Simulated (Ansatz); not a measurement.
**PF3 (phosphorus trifluoride) at PBE/6-311+G(d,p)**

Aim: the energy change on altering one bond length of PF3 (phosphorus trifluoride) at PBE/6-311+G**, from 2 runs. 

The results are computed with Ansatz 0.2.0.

38 further runs of the same task are left out: 6 that didn't finish, 32 set aside as unsound or not needed.

## Step 1: Starting point

PF3 has 4 atoms, charge 0, and is taken as a singlet. As SMILES, `FP(F)F`. The shape is that of a PBE0-D4/def2-TZVP optimisation.

Bond lengths: F1–P2 1.572 Å, P2–F3 1.572 Å, P2–F4 1.572 Å. Angles: F1–P2–F3 97.6°, F1–P2–F4 97.6°, F3–P2–F4 97.6°.

## Step 2: The energy at PBE/6-311+G(d,p)

Input file job.yaml:

```yaml
crystal:
  periodic: [false, false, false]
  atoms:
    - {symbol: F, position_ang: [0.834400, -0.663200, 0.874500]}
    - {symbol: P, position_ang: [-0.297500, 0.314600, 0.392300]}
    - {symbol: F, position_ang: [-1.061900, -0.696500, -0.536900]}
    - {symbol: F, position_ang: [0.525000, 1.045200, -0.730000]}
basis:
  gaussian: {orbitals: 6-311+G_st__st_-spherical.json}
hamiltonian: {xc: pbe}
accuracy: high
output: {orbitals: {seedname: orbitals}}
```

The basis set 6-311+G** is read from a file made from the Basis Set Exchange's data (not shown).

Command:

```
$ ansatz run job.yaml --threads 1 --pin off --max-ram 3480MiB --events-out events.jsonl --progress --plain --runs-dir runs
```

The program printed:

```text
Warning: RAYON_NUM_THREADS=1 ignored (pool sized by the plan → 1); use --threads N
Functional definition: PBE
  name "PBE"
  parameter kappa = 0.804
  parameter beta = 0.06672455060314922
  exchange = pbe_x(kappa = kappa, mu = beta*pi^2/3)
  correlation = pbe_c(beta = beta)
1724 factors; integrals over basis functions are off by at most 3.4e-9 eV
mean field evaluation 1: about -17428.6435 eV, gradient 5.5e1 eV
mean field evaluation 2: about -17414.1004 eV, gradient 1.2e2 eV
mean field evaluation 4: about -17432.5411 eV, gradient 1.3e0 eV
mean field evaluation 8: about -17432.5414 eV, gradient 2.3e-2 eV
mean field evaluation 16: about -17432.5414 eV, gradient 1.7e-6 eV
mean field -17432.54136800 eV, -640.6340790729 hartree, gradient 3.6e-8 eV, S^2 0.000000; 0 other end points of the search recorded, 0 dependent functions left out
reference -17432.54137298 eV, -640.6340792559 hartree; 21, 21 occupied and 75, 75 virtual orbitals, 1724 factors
Total energy: -17432.54137298 eV, -640.6340792559 hartree
```

It took 4.2 s on 1 thread of Arm Neoverse V1, shared host; peak memory 0.21 GiB.

## Step 3: The distorted shape, same level

Input file run.yaml:

```yaml
crystal:
  periodic: [false, false, false]
  atoms:
    - {symbol: F, position_ang: [0.423128, -1.028519, 1.435680]}
    - {symbol: P, position_ang: [-0.708772, -0.050719, 0.953480]}
    - {symbol: F, position_ang: [-1.473172, -1.061819, 0.024280]}
    - {symbol: F, position_ang: [0.525000, 1.045200, -0.730000]}
basis:
  gaussian: {orbitals: 6-311+G_st__st_-spherical.json}
hamiltonian: {xc: pbe}
accuracy: high
output: {orbitals: {seedname: orbitals}}
```

The basis set 6-311+G** is read from a file made from the Basis Set Exchange's data (not shown).

Command:

```
$ ansatz run run.yaml --threads 1 --pin off --max-ram 3480MiB --events-out events.jsonl --progress --plain --runs-dir runs
```

The program printed (excerpt; [...] marks lines left out):

```text
Warning: RAYON_NUM_THREADS=1 ignored (pool sized by the plan → 1); use --threads N
[... 6 set-up lines as earlier in the session ...]
1698 factors; integrals over basis functions are off by at most 1.6e-8 eV
mean field evaluation 1: about -17422.8906 eV, gradient 6.6e1 eV
mean field evaluation 2: about -17119.9538 eV, gradient 2.2e2 eV
mean field evaluation 4: about -17429.0811 eV, gradient 2.0e1 eV
mean field evaluation 8: about -17430.4398 eV, gradient 1.4e0 eV
mean field evaluation 16: about -17430.4441 eV, gradient 3.0e-4 eV
mean field -17430.44405055 eV, -640.5570040783 hartree, gradient 8.0e-8 eV, S^2 0.000000; 0 other end points of the search recorded, 0 dependent functions left out
reference -17430.44405612 eV, -640.5570042831 hartree; 21, 21 occupied and 75, 75 virtual orbitals, 1698 factors
Total energy: -17430.44405612 eV, -640.5570042831 hartree
```

It took 4.2 s on 1 thread of Arm Neoverse V1, shared host; peak memory 0.2 GiB.

## Step 4: Summary of results

At PBE/6-311+G**:

| quantity | value |
| --- | --- |
| first shape: total energy | -640.63408 Eh |
| first shape: HOMO energy | -8.04 eV |
| first shape: LUMO energy | -1.47 eV |
| first shape: HOMO–LUMO gap | 6.57 eV |
| distorted shape: total energy | -640.55700 Eh |
| distorted shape: HOMO energy | -7.51 eV |
| distorted shape: LUMO energy | -4.88 eV |
| distorted shape: HOMO–LUMO gap | 2.63 eV |
| energy change with the P2–F4 bond stretched from 1.572 to 2.357 Å | 2.097 eV |

What this shows: With the P2–F4 bond stretched from 1.572 to 2.357 Å the energy rises by 2.10 eV (202 kJ/mol). The first shape isn't relaxed at this level, so the change isn't measured from a minimum. A restricted reference can't describe the breaking bond well at this length.
